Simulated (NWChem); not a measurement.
Everything below was run with NWChem. System: O2, charge 2, spin multiplicity 1, at the geometry of a parent with another charge or spin, in a state set for the comparison that need not be this species' ground state. Level: r2SCAN/def2-TZVP.

Part of the output:

```
             Northwest Computational Chemistry Package (NWChem) 7.3.0
             --------------------------------------------------------

                                NWChem Input Module
                                -------------------

 Scaling coordinates for geometry "geometry" by  1.889725989
 (inverse scale =  0.529177249)

 Turning off AUTOSYM since
 SYMMETRY directive was detected!

                             Geometry "geometry" -> ""
                             -------------------------

 Output coordinates in angstroms (scale by  1.889725989 to convert to a.u.)

  No.       Tag          Charge          X              Y              Z
 ---- ---------------- ---------- -------------- -------------- --------------
    1 O                    8.0000     0.00000000     0.00000000     0.55348800
    2 O                    8.0000     0.00000000     0.00000000    -0.55348800

 Effective nuclear repulsion energy (a.u.)      30.5944699216

            Nuclear Dipole moment (a.u.)
            ----------------------------
        X                 Y               Z
 ---------------- ---------------- ----------------
     0.0000000000     0.0000000000     0.0000000000

      Symmetry information
      --------------------

 Group name             D2h
 Group number             26
 Group order               8
 No. of unique centers     1

      Symmetry unique atoms

     1


 Summary of "ao basis" -> "" (spherical)
 ------------------------------------------------------------------------------
       Tag                 Description            Shells   Functions and Types
 ---------------- ------------------------------  ------  ---------------------
 *                         def2-tzvp                  on all atoms

                                 NWChem DFT Module
                                 -----------------

 Summary of "ao basis" -> "ao basis" (spherical)
 ------------------------------------------------------------------------------
       Tag                 Description            Shells   Functions and Types
 ---------------- ------------------------------  ------  ---------------------
 O                         def2-tzvp                11       31   5s3p2d1f

 Summary of "ao basis" -> "ao basis" (spherical)
 ------------------------------------------------------------------------------
       Tag                 Description            Shells   Functions and Types
 ---------------- ------------------------------  ------  ---------------------
[...]
  ----- ------------  ---------------      ----- ------------  ---------------
     6      0.377307  1 O  px                37      0.377307  2 O  px
     9      0.301107  1 O  px                40      0.301107  2 O  px
    12      0.049824  1 O  px                43      0.049824  2 O  px
    23      0.040022  1 O  d  1              54     -0.040022  2 O  d  1

 Vector    6  Occ=2.000000D+00  E=-1.490996D+00  Symmetry=b2u
              MO Center= -4.1D-30,  2.0D-15, -6.5D-17, r^2= 6.4D-01
   Bfn.  Coefficient  Atom+Function         Bfn.  Coefficient  Atom+Function
  ----- ------------  ---------------      ----- ------------  ---------------
     7      0.377307  1 O  py                38      0.377307  2 O  py
    10      0.301107  1 O  py                41      0.301107  2 O  py
    13      0.049824  1 O  py                44      0.049824  2 O  py
    21     -0.040022  1 O  d -1              52      0.040022  2 O  d -1

 Vector    7  Occ=2.000000D+00  E=-1.464603D+00  Symmetry=ag
              MO Center=  1.0D-16,  1.0D-16, -7.1D-15, r^2= 9.5D-01
   Bfn.  Coefficient  Atom+Function         Bfn.  Coefficient  Atom+Function
  ----- ------------  ---------------      ----- ------------  ---------------
     8      0.372342  1 O  pz                39     -0.372342  2 O  pz
    11      0.253603  1 O  pz                42     -0.253603  2 O  pz
     4      0.221676  1 O  s                 35      0.221676  2 O  s
     3      0.139780  1 O  s                 34      0.139780  2 O  s
     2     -0.085947  1 O  s                 33     -0.085947  2 O  s

 Vector    8  Occ=0.000000D+00  E=-1.142146D+00  Symmetry=b3g
              MO Center= -5.5D-31,  2.7D-16,  4.2D-17, r^2= 7.4D-01
   Bfn.  Coefficient  Atom+Function         Bfn.  Coefficient  Atom+Function
  ----- ------------  ---------------      ----- ------------  ---------------
     7      0.445969  1 O  py                38     -0.445969  2 O  py
    10      0.372105  1 O  py                41     -0.372105  2 O  py
    13      0.109629  1 O  py                44     -0.109629  2 O  py

 Vector    9  Occ=0.000000D+00  E=-1.142146D+00  Symmetry=b2g
              MO Center=  4.7D-16, -9.1D-32,  1.6D-17, r^2= 7.4D-01
   Bfn.  Coefficient  Atom+Function         Bfn.  Coefficient  Atom+Function
  ----- ------------  ---------------      ----- ------------  ---------------
     6      0.445969  1 O  px                37     -0.445969  2 O  px
     9      0.372105  1 O  px                40     -0.372105  2 O  px
    12      0.109629  1 O  px                43     -0.109629  2 O  px

 Vector   10  Occ=0.000000D+00  E=-6.088805D-01  Symmetry=b1u
              MO Center= -1.3D-16, -8.3D-16,  2.2D-16, r^2= 7.7D-01
   Bfn.  Coefficient  Atom+Function         Bfn.  Coefficient  Atom+Function
  ----- ------------  ---------------      ----- ------------  ---------------
     5      0.686812  1 O  s                 36     -0.686812  2 O  s
    11     -0.516112  1 O  pz                42     -0.516112  2 O  pz
     8     -0.475331  1 O  pz                39     -0.475331  2 O  pz
    14     -0.435815  1 O  pz                45     -0.435815  2 O  pz
     4      0.422995  1 O  s                 35     -0.422995  2 O  s

 center of mass
 --------------
 x =   0.00000000 y =   0.00000000 z =   0.00000000

 moments of inertia (a.u.)
 ------------------
          34.996602682507           0.000000000000           0.000000000000
           0.000000000000          34.996602682507           0.000000000000
           0.000000000000           0.000000000000           0.000000000000

     Multipole analysis of the density
     ---------------------------------

     L   x y z        total         alpha         beta         nuclear
     -   - - -        -----         -----         ----         -------
     0   0 0 0      2.000000     -7.000000     -7.000000     16.000000

     1   1 0 0     -0.000000     -0.000000     -0.000000      0.000000
     1   0 1 0     -0.000000     -0.000000     -0.000000      0.000000
     1   0 0 1     -0.000000     -0.000000     -0.000000      0.000000

     2   2 0 0     -4.708757     -2.354379     -2.354379      0.000000
     2   1 1 0      0.000000      0.000000      0.000000      0.000000
     2   1 0 1      0.000000      0.000000      0.000000      0.000000
     2   0 2 0     -4.708757     -2.354379     -2.354379      0.000000
     2   0 1 1      0.000000      0.000000      0.000000      0.000000
     2   0 0 2     -2.505815    -10.004842    -10.004842     17.503870

 Task  times  cpu:        0.6s     wall:        0.6s

 Total times  cpu:        0.6s     wall:        0.6s
```

### Question
Write an NWChem input that would produce this output.

### Answer
One answer among several that fit: 
```
start mol
memory heap 200 mb stack 900 mb global 1100 mb
charge 2
geometry units angstroms nocenter noautoz
  O      0.000000     0.000000     0.553488
  O      0.000000     0.000000    -0.553488
  symmetry group D2h
end
basis spherical
  * library def2-tzvp
end
dft
  xc r2scan
  semidirect memsize 60000000 filesize 0
  iterations 100
  grid fine
end
task dft energy
```
